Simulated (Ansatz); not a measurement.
```yaml
crystal:
  periodic: [false, false, false]
  atoms:
    - {symbol: B, position_ang: [-1.308050, -0.135345, -0.001822]}
    - {symbol: P, position_ang: [0.494908, 0.066159, 0.000687]}
    - {symbol: H, position_ang: [-2.123627, 0.692050, -0.003099]}
    - {symbol: H, position_ang: [0.945161, -1.273398, 0.001529]}
basis:
  gaussian: {orbitals: def2-TZVP}
magnetization: {spin_polarized: true, initial_magnetization: 2}
hamiltonian: {xc: pbe0}
relax: {f_tol: 0.004, max_steps: 80}
```

```sh
$ ansatz run in.yaml --threads 1 --pin off --events-out ev --progress --plain --max-ram 2176MiB
```

Steps of the relaxation (energy above the last step; positions in Å, forces in eV/Å):

```
4
step 1, 53.7 meV
B    -1.308   -0.135   -0.002   -0.538   -0.751   -0.001
P     0.495    0.066    0.001    1.129    0.561    0.002
H    -2.124    0.692   -0.003   -0.551    0.528   -0.001
H     0.945   -1.273    0.002   -0.040   -0.339    0.000
```

```
4
step 2, 12.3 meV
B    -1.301   -0.142   -0.002   -0.442   -0.251   -0.001
P     0.526    0.084    0.001    0.616    0.169    0.001
H    -2.142    0.690   -0.003   -0.172    0.160    0.000
H     0.926   -1.282    0.002   -0.002   -0.079    0.000
```

```
4
step 3, 0.4 meV
B    -1.313   -0.142   -0.002    0.031   -0.069    0.000
P     0.550    0.086    0.001   -0.002    0.027    0.000
H    -2.161    0.695   -0.003    0.005    0.033    0.000
H     0.932   -1.289    0.002   -0.034    0.009    0.000
```

```
4
step 6, 0.0 meV
B    -1.313   -0.149   -0.002    0.001    0.000    0.000
P     0.549    0.089    0.001    0.000    0.000    0.000
H    -2.154    0.696   -0.003    0.000    0.000    0.000
H     0.926   -1.287    0.002    0.000    0.000    0.000
```

Close pairs at the end: B1–H3 1.193 Å, P2–H4 1.427 Å, B1–P2 1.876 Å.

A stationary point of unrestricted PBE0 after 6 steps, with ⟨S²⟩ = 2.007 against 2.00 for a pure state; no frequencies were run, so it isn't proven a minimum. 14 s on 1 thread of Arm Neoverse V1, shared host.
